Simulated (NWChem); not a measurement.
## Atomisation of oxygen (O2)

```
O
O 1 1.2000
```
Charge 0, spin multiplicity 3.

Program: NWChem. Structure: optimised with UB3LYP/def2-SVP, a minimum by its harmonic frequencies.

Basis set: def2-TZVP. The atomisation energy is electronic alone: no zero-point, thermal, spin-orbit or counterpoise terms. No value is extrapolated to the basis-set limit. Free atoms are single determinants with multiplicities O 3.

B3LYP has NWChem's definition, with VWN1-RPA local correlation. The unpaired electrons of the parent sit in orbitals of symmetry b2g and b3g (D2h labels of the run); other states weren't searched. No SCF solution was tested for a lower state.

Q: For the atomisation energy, LDA (SVWN5) gives 175.0 kcal/mol and BLYP gives 135.4 kcal/mol. What do B3LYP, PBE0, PBE give?

A: B3LYP: 123.7 kcal/mol; PBE0: 124.5 kcal/mol; PBE: 143.7 kcal/mol.
